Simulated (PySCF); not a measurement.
# A workflow on C2H2F2 (vinylidene fluoride), part 2 of 2

PySCF 2.14.0. Earlier steps stand in the parts before.

**6. The energy at M06-2X/cc-pVDZ (density fitting with cc-pvdz-jkfit) (run 5)**

File run.py:

```python
# C=C(F)F
from pyscf import gto, dft

system = gto.M(
    atom=[
    ('C', (-0.020382, 0.337507, -0.536330)),
    ('C', (0.376947, -0.601790, 0.166000)),
    ('F', (-0.630957, -0.130269, 1.615768)),
    ('F', (0.948886, -1.616992, 0.607411)),
    ('H', (0.149582, 0.696277, -1.523402)),
    ('H', (-0.691397, 0.531791, 0.630197)),
],
    basis='cc-pvdz',
    max_memory=1860,
    verbose=4,
)

mf = dft.RKS(system, xc='m06-2x')
mf = mf.density_fit(auxbasis='cc-pvdz-jkfit')
mf.kernel()

e_final = mf.e_tot
print('E = %.10f Eh' % e_final)
```

Command:

```
$ OMP_NUM_THREADS=1 python run.py
```

Standard output:

```text
PySCF version 2.14.0

[INPUT] num. atoms = 6
[INPUT] num. electrons = 32
[INPUT] charge = 0
[INPUT] spin (= nelec alpha-beta = 2S) = 0
[INPUT] symmetry False subgroup None
[INPUT] Mole.unit = angstrom
[INPUT] Symbol           X                Y                Z      unit          X                Y                Z       unit  Magmom
[INPUT]  1 C     -0.020382000000   0.337507000000  -0.536330000000 AA   -0.038516397871   0.637795795124  -1.013516812388 Bohr   0.0
[INPUT]  2 C      0.376947000000  -0.601790000000   0.166000000000 AA    0.712326593476  -1.137218284502   0.313694536678 Bohr   0.0
[INPUT]  3 F     -0.630957000000  -0.130269000000   1.615768000000 AA   -1.192335926377  -0.246172732521   3.053359000836 Bohr   0.0
[INPUT]  4 F      0.948886000000  -1.616992000000   0.607411000000 AA    1.793134663434  -3.055672025613   1.147840435048 Bohr   0.0
[INPUT]  5 H      0.149582000000   0.696277000000  -1.523402000000 AA    0.282669013165   1.315772836834  -2.878812557615 Bohr   0.0
[INPUT]  6 H     -0.691397000000   0.531791000000   0.630197000000 AA   -1.306550973346   1.004939345509   1.190899734523 Bohr   0.0

nuclear repulsion = 113.619627001854
number of shells = 26
number of NR pGTOs = 118
number of NR cGTOs = 66
basis = cc-pvdz
ecp = {}

******** <class 'pyscf.df.df_jk.DFRKS'> ********
method = DFRKS
initial guess = minao
damping factor = 0
level_shift factor = 0
DIIS = <class 'pyscf.scf.diis.CDIIS'>
diis_start_cycle = 1
diis_space = 8
diis_damp = 0
SCF conv_tol = 1e-09
SCF conv_tol_grad = None
SCF max_cycles = 50
direct_scf = False
XC library pyscf.dft.libxc version 7.0.0
    S. Lehtola, C. Steigemann, M. J.T. Oliveira, and M. A.L. Marques.,  SoftwareX 7, 1–5 (2018)
XC functionals = m06-2x
    Y. Zhao and D. G. Truhlar.,  Theor. Chem. Acc. 120, 215 (2008)
    Y. Zhao and D. G. Truhlar.,  Theor. Chem. Acc. 120, 215 (2008)
radial grids:
    Treutler-Ahlrichs [JCP 102, 346 (1995); DOI:10.1063/1.469408] (M4) radial grids

becke partition: Becke, JCP 88, 2547 (1988); DOI:10.1063/1.454033
pruning grids: <function nwchem_prune>
grids dens level: 3
symmetrized grids: False
atomic radii adjust function: <function treutler_atomic_radii_adjust>
small_rho_cutoff = 0
Set gradient conv threshold to 3.16228e-05
Initial guess from minao.
tot grids = 76376
******** <class 'pyscf.df.df.DF'> ********
auxbasis = cc-pvdz-jkfit
init E= -277.471076756031
  HOMO = -0.301295062412969  LUMO = -0.0189482887975485  gap/eV = 7.68305
cycle= 1 E= -276.721053929326  delta_E= 0.75  |g|= 0.744  |ddm|= 2.29
  HOMO = -0.281865251040486  LUMO = -0.0242758227502788  gap/eV = 7.00937
cycle= 2 E= -276.631009617232  delta_E= 0.09  |g|= 1.05  |ddm|= 1.13
  HOMO = -0.353203597129033  LUMO = 0.021934785378293  gap/eV = 10.20804
cycle= 3 E= -276.834635610031  delta_E= -0.204  |g|= 0.0655  |ddm|= 0.657
  HOMO = -0.351300162221633  LUMO = 0.0233576942341083  gap/eV = 10.19496
cycle= 4 E= -276.835347953592  delta_E= -0.000712  |g|= 0.0395  |ddm|= 0.0798
  HOMO = -0.352688965589633  LUMO = 0.0243002385866156  gap/eV = 10.25840
cycle= 5 E= -276.835588421441  delta_E= -0.00024  |g|= 0.00795  |ddm|= 0.0286
  HOMO = -0.352284117558872  LUMO = 0.0259111068005975  gap/eV = 10.29122
cycle= 6 E= -276.835604588766  delta_E= -1.62e-05  |g|= 0.00222  |ddm|= 0.00945
  HOMO = -0.352754744172655  LUMO = 0.0254852063520064  gap/eV = 10.29243
cycle= 7 E= -276.835605856051  delta_E= -1.27e-06  |g|= 0.000665  |ddm|= 0.00252
  HOMO = -0.35272844876126  LUMO = 0.0256047297210609  gap/eV = 10.29497
cycle= 8 E= -276.835605979806  delta_E= -1.24e-07  |g|= 0.000378  |ddm|= 0.000984
  HOMO = -0.352706866975148  LUMO = 0.0256020451118362  gap/eV = 10.29431
cycle= 9 E= -276.835606016285  delta_E= -3.65e-08  |g|= 0.000104  |ddm|= 0.000385
  HOMO = -0.352720174922924  LUMO = 0.0256029521458307  gap/eV = 10.29470
cycle= 10 E= -276.835606021139  delta_E= -4.85e-09  |g|= 1.93e-05  |ddm|= 0.000177
  HOMO = -0.35271869044505  LUMO = 0.0256048130391662  gap/eV = 10.29471
cycle= 11 E= -276.835606021464  delta_E= -3.25e-10  |g|= 6.38e-06  |ddm|= 6.06e-05
  HOMO = -0.352719099340943  LUMO = 0.0256033667054574  gap/eV = 10.29468
Extra cycle  E= -276.835606021483  delta_E= -1.86e-11  |g|= 5.12e-06  |ddm|= 1.57e-05
converged SCF energy = -276.835606021483
E = -276.8356060215 Eh
```

It took 7.8 s on 1 thread of Arm Neoverse V1, shared host; peak memory 0.32 GiB.

**7. A single-point energy at M06-2X/cc-pVDZ (density fitting with cc-pvdz-jkfit) (run 6)**

File job.py:

```python
# C=C(F)F
from pyscf import gto, dft

mol = gto.Mole()
mol.atom = [
    ('C', (-0.115900, 0.471000, -0.544400)),
    ('C', (0.105000, -0.394600, 0.420100)),
    ('F', (-0.454900, -0.363600, 1.607600)),
    ('F', (0.919200, -1.422100, 0.343000)),
    ('H', (0.394200, 0.360600, -1.488400)),
    ('H', (-0.805600, 1.284800, -0.384200)),
]
mol.basis = 'cc-pvdz'
mol.symmetry = True
mol.verbose = 4
mol.max_memory = 1860
mol.build()

mf = dft.RKS(mol, xc='m06-2x')
mf = mf.density_fit(auxbasis='cc-pvdz-jkfit')
mf.kernel()

energy = mf.e_tot
print('Final energy', energy)
```

Command:

```
$ OMP_NUM_THREADS=1 python job.py
```

Standard output:

```text
PySCF version 2.14.0

[INPUT] num. atoms = 6
[INPUT] num. electrons = 32
[INPUT] charge = 0
[INPUT] spin (= nelec alpha-beta = 2S) = 0
[INPUT] symmetry True subgroup None
[INPUT] Mole.unit = angstrom
[INPUT] Symbol           X                Y                Z      unit          X                Y                Z       unit  Magmom
[INPUT]  1 C     -0.115900000000   0.471000000000  -0.544400000000 AA   -0.219019257837   0.890061004670  -1.028766902213 Bohr   0.0
[INPUT]  2 C      0.105000000000  -0.394600000000   0.420100000000 AA    0.198421243079  -0.745685928753   0.793873944930 Bohr   0.0
[INPUT]  3 F     -0.454900000000  -0.363600000000   1.607600000000 AA   -0.859636414065  -0.687104418892   3.037923717851 Bohr   0.0
[INPUT]  4 F      0.919200000000  -1.422100000000   0.343000000000 AA    1.737036253700  -2.687379521744   0.648176060726 Bohr   0.0
[INPUT]  5 H      0.394200000000   0.360600000000  -1.488400000000 AA    0.744930038304   0.681435240518  -2.812668363803 Bohr   0.0
[INPUT]  6 H     -0.805600000000   1.284800000000  -0.384200000000 AA   -1.522363365950   2.427920124841  -0.726032777058 Bohr   0.0

nuclear repulsion = 118.253191683
point group symmetry = C1
symmetry origin: [0. 0. 0.]
symmetry axis x: [1. 0. 0.]
symmetry axis y: [0. 1. 0.]
symmetry axis z: [0. 0. 1.]
num. orbitals of irrep A = 66
number of shells = 26
number of NR pGTOs = 118
number of NR cGTOs = 66
basis = cc-pvdz
ecp = {}

******** <class 'pyscf.df.df_jk.DFRKS'> ********
method = DFRKS
initial guess = minao
damping factor = 0
level_shift factor = 0
DIIS = <class 'pyscf.scf.diis.CDIIS'>
diis_start_cycle = 1
diis_space = 8
diis_damp = 0
SCF conv_tol = 1e-09
SCF conv_tol_grad = None
SCF max_cycles = 50
direct_scf = False
XC library pyscf.dft.libxc version 7.0.0
    S. Lehtola, C. Steigemann, M. J.T. Oliveira, and M. A.L. Marques.,  SoftwareX 7, 1–5 (2018)
XC functionals = m06-2x
    Y. Zhao and D. G. Truhlar.,  Theor. Chem. Acc. 120, 215 (2008)
    Y. Zhao and D. G. Truhlar.,  Theor. Chem. Acc. 120, 215 (2008)
radial grids:
    Treutler-Ahlrichs [JCP 102, 346 (1995); DOI:10.1063/1.469408] (M4) radial grids

becke partition: Becke, JCP 88, 2547 (1988); DOI:10.1063/1.454033
pruning grids: <function nwchem_prune>
grids dens level: 3
symmetrized grids: True
atomic radii adjust function: <function treutler_atomic_radii_adjust>
small_rho_cutoff = 0
Set gradient conv threshold to 3.16228e-05
[... 1 set-up line as earlier in the session ...]
tot grids = 76376
******** <class 'pyscf.df.df.DF'> ********
auxbasis = cc-pvdz-jkfit
init E= -277.601842918763
  HOMO = -0.273949945564267  LUMO = 0.0295999774153168  gap/eV = 8.26001
cycle= 1 E= -276.895439771117  delta_E= 0.706  |g|= 0.673  |ddm|= 2.29
  HOMO = -0.338039998522622  LUMO = 0.0280598838006227  gap/eV = 9.96209
cycle= 2 E= -276.87621188666  delta_E= 0.0192  |g|= 0.768  |ddm|= 0.866
  HOMO = -0.324243250499627  LUMO = 0.068895941070501  gap/eV = 10.69786
cycle= 3 E= -276.983409997603  delta_E= -0.107  |g|= 0.0318  |ddm|= 0.464
  HOMO = -0.325941573879069  LUMO = 0.0688299929104712  gap/eV = 10.74228
cycle= 4 E= -276.983666241021  delta_E= -0.000256  |g|= 0.0196  |ddm|= 0.0449
  HOMO = -0.326107934106244  LUMO = 0.0696294125155212  gap/eV = 10.76856
cycle= 5 E= -276.983749055846  delta_E= -8.28e-05  |g|= 0.00546  |ddm|= 0.0182
  HOMO = -0.325570141300418  LUMO = 0.0700817914545606  gap/eV = 10.76624
cycle= 6 E= -276.983755866431  delta_E= -6.81e-06  |g|= 0.00111  |ddm|= 0.00512
  HOMO = -0.325801581589732  LUMO = 0.0698503613503734  gap/eV = 10.76624
cycle= 7 E= -276.98375619239  delta_E= -3.26e-07  |g|= 0.000293  |ddm|= 0.00125
  HOMO = -0.32572846558489  LUMO = 0.0699095397605118  gap/eV = 10.76586
cycle= 8 E= -276.983756217801  delta_E= -2.54e-08  |g|= 4.35e-05  |ddm|= 0.000393
  HOMO = -0.325734272412093  LUMO = 0.0699080816370223  gap/eV = 10.76598
cycle= 9 E= -276.983756218482  delta_E= -6.81e-10  |g|= 8.35e-06  |ddm|= 7.48e-05
  HOMO = -0.325733914285873  LUMO = 0.069909804662208  gap/eV = 10.76601
Extra cycle  E= -276.983756218498  delta_E= -1.6e-11  |g|= 5.56e-06  |ddm|= 1.32e-05
converged SCF energy = -276.983756218498
Final energy -276.9837562184982
```

Wall time 6.6 s (1 thread of Arm Neoverse V1, shared host); peak memory 0.32 GiB.

**8. Summary of results**

The summary covers parts 1 to 2.

| quantity | value |
| --- | --- |
| run 1, HF/6-311G**: total energy at the end | -275.83832 Eh |
| run 1, HF/6-311G**: dipole moment | 3.11 D |
| run 1, HF/6-311G**: HOMO energy | -12.01 eV |
| run 1, HF/6-311G**: LUMO energy | 3.76 eV |
| run 1, HF/6-311G**: HOMO–LUMO gap | 15.77 eV |
| run 2, HF/6-311G**: lowest harmonic wavenumber | 2190i cm⁻¹ (imaginary) |
| run 2, HF/6-311G**: highest harmonic wavenumber | 3485 cm⁻¹ |
| run 3, HF/6-311G**: energy at the saddle point | -275.83832 Eh |
| run 4, HF/6-311G**: total energy | -276.00990 Eh |
| run 4, HF/6-311G**: dipole moment | 1.45 D |
| run 4, HF/6-311G**: HOMO energy | -10.67 eV |
| run 4, HF/6-311G**: LUMO energy | 4.62 eV |
| run 4, HF/6-311G**: HOMO–LUMO gap | 15.29 eV |
| run 5, M06-2X/cc-pVDZ: total energy | -276.83561 Eh |
| run 5, M06-2X/cc-pVDZ: dipole moment | 2.34 D |
| run 5, M06-2X/cc-pVDZ: HOMO energy | -9.60 eV |
| run 5, M06-2X/cc-pVDZ: LUMO energy | 0.70 eV |
| run 5, M06-2X/cc-pVDZ: HOMO–LUMO gap | 10.29 eV |
| run 6, M06-2X/cc-pVDZ: total energy | -276.98376 Eh |
| run 6, M06-2X/cc-pVDZ: dipole moment | 1.11 D |
| run 6, M06-2X/cc-pVDZ: HOMO energy | -8.86 eV |
| run 6, M06-2X/cc-pVDZ: LUMO energy | 1.90 eV |
| run 6, M06-2X/cc-pVDZ: HOMO–LUMO gap | 10.77 eV |

In words: 1 mode is imaginary (lowest 2190i cm⁻¹): a first-order saddle point. Mulliken charges (run 2, HF/6-311G**) run from -0.53 on F3 to +0.47 on C2. At HF/6-311G**: The measured dipole moment is 1.38 D (NIST CCCBDB); the computed value is 0.07 D (5 %) too high. Mulliken charges (run 5, M06-2X/cc-pVDZ) run from -0.36 on F3 to +0.31 on H6.
